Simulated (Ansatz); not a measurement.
This Ansatz (a program for electronic structure) input (MP2/aug-pcseg-3) gives -152.36824 Eh with 353 basis functions.

Ansatz 0.2 input:
```yaml
crystal:
  periodic: [false, false, false]
  atoms:
    - {symbol: C, position_ang: [0.00913574, 0.00173503, -1.20562697]}
    - {symbol: C, position_ang: [-0.00077797, -0.00014775, 0.10266711]}
    - {symbol: H, position_ang: [0.02818759, 0.94008178, -1.73766571]}
    - {symbol: H, position_ang: [-0.00183081, -0.93507619, -1.74059173]}
    - {symbol: O, position_ang: [-0.00956292, -0.00181616, 1.26200208]}
basis:
  gaussian:
    orbitals: aug-pcseg-3
magnetization: {spin_polarized: false}
correlation: {method: mp2, electrons: outside_noble_gas}
```

Change:
```diff
- orbitals: aug-pcseg-3
+ orbitals: cc-pV5Z
```

Q: What does the run give now?

A: -152.38966 Eh (MP2/cc-pV5Z, 383 functions), a change of -21.42 mEh.
